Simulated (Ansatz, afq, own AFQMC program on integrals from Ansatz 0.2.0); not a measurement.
Where AFQMC and coupled cluster stand for O, quintet

A free O atom.

Basis aug-cc-pVTZ. Noble-gas cores (and the filled d shells of Ga–Kr and In–Xe) are frozen. Integrals, coupled cluster, full CI and functionals: Ansatz 0.2.0; the random walks run on the same integrals in our own AFQMC program. ph-AFQMC/CISD is guided by a CISD state made of CCSD amplitudes; releasing the constraint for a short imaginary time cuts its bias at the price of noise, slowly where states lie close. Free projection: walkers drawn from exp(T), propagated without any constraint. Its projection time is finite, and what remains of the start isn't in its error. ± is one standard error of the sampling.

Determinant: UHF, the one that the program's search chose, which needn't be the lowest solution.

No full CI on the walks' own integrals is used here; CCSDT(Q) serves as the reference and is uncertain by about the last step of the cluster series.

Cautions: another spin lies lower (by 9.61 eV).

```
T1 diagnostic                               : 0.0061
weight of the determinant in the CISD state : 0.968
⟨S²⟩ of the determinant                     : 6.003
size of the correlated space                : 6 electrons in 45 orbitals
```

Q: Estimate: order these by the size of their error in total energy against CCSDT(Q), smallest first.
A. free-projection AFQMC
B. phaseless AFQMC with the Hartree–Fock trial
C. CCSD
D. MP2

A: A (0.02 ± 0.03 mEh), B (1.33 ± 0.34 mEh), C (2.73 mEh), D (18.93 mEh).

Reference: CCSDT(Q), correlation energy -3.449 eV.

Free projections are given only where their last times agree within the noise and don't stop above the reference; a slow remainder of the start can still hide under it. A walk keeps the symmetry of its determinant, which the program's search chose and which needn't be the lowest solution, so a lower state of the same spin and another symmetry isn't excluded.
